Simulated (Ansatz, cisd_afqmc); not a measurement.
System: CH₄Cl, charge 0, doublet.
HTBH set geometry:
```xyz
6

C      0.2441     0.5999     1.7024
H     -0.6756     0.2785     2.1731
H      0.3519     1.6638     1.5376
H      1.1407     0.0657     1.9877
H      0.0569     0.1400     0.3972
Cl    -0.1375    -0.3381    -0.9594
```
Charge 0, spin multiplicity 2.

Total energies in aug-cc-pV(T+d)Z, 15 correlated electrons, 6 frozen orbitals. Radicals and triplets start from unrestricted determinants; spin-orbit coupling is neglected. Correlated methods leave the cores frozen. No relativity. The Monte Carlo rows (phaseless AFQMC, CISD trial, step 0.005/hartree) carry one-sigma bars that omit the constraint's bias. Outlying blocks are dropped, and bars are widened where a walk drifts. Over all cases where full CI ran beside it in this data, AFQMC minus full CI had a median of +0.1 mEh and passed +0.4 mEh in a tenth of the cases. The UHF reference of CH4Cl (saddle point or complex, doublet) is spin-contaminated (<S^2> up to 0.04 over the pure value in the sets run).

| method | program | energy (Eh) | minus AFQMC/CISD (mEh) |
|---|---|---|---|
| HF | Ansatz | -499.66648 | 442.0 ± 0.2 |
| MP2 | Ansatz | -500.05121 | 57.3 ± 0.2 |
| CCSD | Ansatz | -500.09011 | 18.4 ± 0.2 |
| CCSD(T) | Ansatz | -500.10669 | 1.8 ± 0.2 |
| AFQMC/CISD | cisd_afqmc | -500.1085 ± 0.0002 | 0.0 |

Ansatz is a program for electronic structure.
